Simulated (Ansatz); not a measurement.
Reaction (SMILES): CC(N)=O → O=C([NH-])C + H+
B3LYP-D3(BJ)/def2-TZVP geometries, fixed; electronic energies without zero-point terms.

Basis-set convergence of the deprotonation energy at B3LYP with Ansatz (a first-principles code). All functions are spherical. The program fits the integrals of some runs and decomposes those of others, by size. Species with rotatable bonds are taken in one conformer. The proton leaves the site shown, which need not be the most acidic. No added dispersion term, no relativity. Functions are those of the species that has most. Reference: the value in aug-pcseg-3, 370.16 kcal/mol, itself unsure by roughly 0.09 kcal/mol (its mean distance from aug-cc-pVQZ, def2-QZVPPD).

| basis | functions | deprotonation energy (kcal/mol) |
|---|---|---|
| def2-SV(P) | 66 | 380.13 |
| cc-pVDZ | 81 | … |
| def2-SVP | 81 | 383.40 |
| 6-311+G** | 118 | 369.08 |
| aug-pcseg-1 | 137 | … |
| def2-TZVP | 154 | 372.84 |
| 6-311++G(2d,2p) | 158 | 369.41 |
| cc-pVTZ | 190 | … |
| def2-TZVPP | 194 | … |
| aug-pcseg-2 | 299 | 370.00 |
| def2-QZVPPD | 420 | 370.28 |
| aug-pcseg-3 | 585 | 370.16 |
| cc-pV5Z | 639 | 371.05 |

### Question
What belongs in the gaps?

### Answer

- cc-pVDZ, deprotonation energy (kcal/mol): 382.82
- aug-pcseg-1, deprotonation energy (kcal/mol): 367.24
- cc-pVTZ, deprotonation energy (kcal/mol): 375.96
- def2-TZVPP, deprotonation energy (kcal/mol): 373.36
